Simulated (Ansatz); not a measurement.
Results of PBEsol in Ansatz (PAW) for hcp Co.

Run with plane-wave cutoff 520 eV, 24×24×14 k mesh (along the axes of the cell as run), Fermi–Dirac smearing 0.05 eV, spin-polarised with parallel moments, scalar-relativistic PAW data made under PBE.

Energies at three volumes about the minimum:

```
V (Å³/atom)  E − E_lowest (meV/atom)
-----------  -----------------------
10.166                          3.23
10.374                          0.00
10.581                          3.03
```

Problem. Fit a parabola by hand: where is the minimum, and what is the bulk modulus?

Solution. Slopes: (0.00 − 3.23)/(10.374 − 10.166) = -15.529 and (3.03 − 0.00)/(10.581 − 10.374) = 14.638 meV/Å³. Curvature E″ = 2 × (14.638 − (-15.529))/(10.581 − 10.166) = 145.383 meV/Å⁶. From the middle of the first interval, the slope vanishes at V0 = 10.2700 − (-15.529)/145.383 = 10.377 Å³/atom. B = V0 E″ = 10.377 × 145.383 meV/Å³ × 0.1602 GPa per meV/Å³ = 242 GPa. The full Birch–Murnaghan fit to all volumes gives V0 = 10.373 Å³/atom and B0 = 242 GPa.

Shape and atoms are relaxed at each volume.

Measured, for comparison: bulk modulus 193 GPa (zero-point energy and finite temperature contributions removed, sources range from 193 to 198; as tabulated in doi:10.1021/acs.jctc.3c00612); equilibrium volume per atom 10.96 Å³/atom (copied from a table, unchecked, extrapolated to 0 K and zero-point effects removed; as tabulated in Lejaeghere et al. (2013), arXiv:1204.2733). Computed less measured: bulk modulus +25 % (+22 % to +25 % over the range), equilibrium volume per atom not scored (unchecked).

Ansatz is a first-principles code.
